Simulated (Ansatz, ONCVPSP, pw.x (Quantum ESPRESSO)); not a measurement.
# Equation-of-state test of one ONCV potential (arsenic (As))

```json
{"Element": "arsenic (As)", "Generator": "ONCVPSP 4.0.1", "Type": "optimised norm-conserving Vanderbilt (ONCV)", "Functional": "PBEsol", "Relativity": "scalar-relativistic", "Frozen core": "[Ar] 3d10", "Valence charge": "5", "Reference configuration": "4s2 4p3", "Partial waves": "4s: rc 1.70 bohr, ncon 5, nbas 8, qcut 3 1/bohr, 1 projector; 4p: rc 1.95 bohr, ncon 4, nbas 7, qcut 3.2 1/bohr, 2 projectors, debl 2.2 Ha; d scattering state at 0.03 Ha: rc 1.85 bohr, ncon 4, nbas 7, qcut 4.6 1/bohr, 1 projector", "Local potential": "polynomial inside 1.40 bohr (lpopt 5, dvloc0 0 Ha)", "Core correction": "polynomial model core, fcfact 0.6"}
```

Crystal test: fcc As in pw.x 7.5, no spin, 13³ k-points, Fermi–Dirac smearing 0.01 Ry, cutoffs 125/500 Ry. The reference is all-electron LAPW (Ansatz 0.2.0) with the same functional, mesh and smearing; V0 and B0 come from Birch–Murnaghan fits to the pressures at five volumes. Errors are pseudo minus all-electron; Δ is the rms difference of the E(V) curves that follow from these fits, minima aligned, over ±6 % about the mean V0. Mesh and smearing are coarse, so the numbers serve the comparison and aren't converged zero-temperature values; the lattice is a test structure that the element need not adopt.

```json
{"V (Å³/atom)": "17.629", "P all-electron (GPa)": "4.48", "P pseudo (GPa)": "3.54"}
{"V (Å³/atom)": "18.093", "P all-electron (GPa)": "1.84", "P pseudo (GPa)": "0.96"}
{"V (Å³/atom)": "18.557", "P all-electron (GPa)": "-0.48", "P pseudo (GPa)": "-1.31"}
{"V (Å³/atom)": "19.021", "P all-electron (GPa)": "-2.52", "P pseudo (GPa)": "-3.29"}
{"V (Å³/atom)": "19.485", "P all-electron (GPa)": "-4.32", "P pseudo (GPa)": "-5.03"}
```

All-electron: a0 = 4.195 Å (V0 = 18.46 Å³/atom), B0 = 88.9 GPa.

Pseudopotential: mean pressure error (GPa): -0.83; a0 (Å): 4.182; a0 error (%): -0.31; B0 error (%): +1.4; Δ (meV/atom): 3.4. The generator flags a localised state at positive energy (s at 20 eV).

Question: At the middle volume, how do free energy and pressure move when the wave cutoff is lowered (ecutrho kept at four times it)?

Answer:

| cutoff (Ry) | shift of F (meV/atom) | shift of P (GPa) |
| --- | --- | --- |
| 56 | +170.8 | -0.31 |
| 75 | +93.8 | -1.94 |
| 100 | +11.9 | -0.73 |

Input at the middle volume:

```
&control
  calculation='scf', prefix='x', pseudo_dir='./', outdir='./tmp', tstress=.true., disk_io='none'
/
&system
  ibrav=0, nat=1, ntyp=1, ecutwfc=125, ecutrho=500, nbnd=9,
  occupations='smearing', smearing='fd', degauss=0.01
/
&electrons
  conv_thr=1e-09, mixing_beta=0.4, electron_maxstep=70
/
ATOMIC_SPECIES
As 1.0 As.UPF
CELL_PARAMETERS angstrom
  0.00000000 2.10132192 2.10132192
  2.10132192 0.00000000 2.10132192
  2.10132192 2.10132192 0.00000000
ATOMIC_POSITIONS crystal
As 0.0000 0.0000 0.0000
K_POINTS automatic
13 13 13 0 0 0
```

```bash
pw.x < As.scf.in > As.scf.out
```

Lines of the output:

```
Message from routine setup:
     using ibrav=0 with symmetry is DISCOURAGED, use correct ibrav instead
     lattice parameter (alat)  =       5.6157  a.u.
     unit-cell volume          =     125.2288 (a.u.)^3
     number of electrons       =         5.00
     number of Kohn-Sham states=            9
     kinetic-energy cutoff     =     125.0000  Ry
     charge density cutoff     =     500.0000  Ry
     scf convergence threshold =      1.0E-09
     Exchange-correlation= PBESOL
     number of k points=    84  Fermi-Dirac smearing, width (Ry)=  0.0100
     iteration #  1     ecut=   125.00 Ry     beta= 0.40
     total energy              =     -20.23337780 Ry
     estimated scf accuracy    <       0.00164330 Ry
     iteration #  2     ecut=   125.00 Ry     beta= 0.40
     total energy              =     -20.23325551 Ry
     estimated scf accuracy    <       0.00042365 Ry
     iteration #  3     ecut=   125.00 Ry     beta= 0.40
     total energy              =     -20.23329617 Ry
     estimated scf accuracy    <       0.00000396 Ry
     iteration #  4     ecut=   125.00 Ry     beta= 0.40
     total energy              =     -20.23329710 Ry
     estimated scf accuracy    <       0.00000002 Ry
     iteration #  5     ecut=   125.00 Ry     beta= 0.40
     total energy              =     -20.23329713 Ry
     estimated scf accuracy    <          1.0E-09 Ry
     iteration #  6     ecut=   125.00 Ry     beta= 0.40
     the Fermi energy is     9.2046 ev
!    total energy              =     -20.23329713 Ry
     estimated scf accuracy    <          2.8E-11 Ry
     smearing contrib. (-TS)   =      -0.00283290 Ry
     The total energy is F=E-TS. E is the sum of the following terms:
     one-electron contribution =       5.20713146 Ry
     hartree contribution      =       0.24990969 Ry
     xc contribution           =     -11.25489690 Ry
     ewald contribution        =     -14.43260848 Ry
     convergence has been achieved in   6 iterations
          total   stress  (Ry/bohr**3)                   (kbar)     P=      -13.07
     Message from routine punch:
     Nothing written, as per user request (disk_io='none')
```

The run at the middle volume (84 k-points, 6 iterations) took about 10 s on one core of a shared host (AMD EPYC 9R45 96-Core Processor, 96 threads, 376 GiB, load 37).
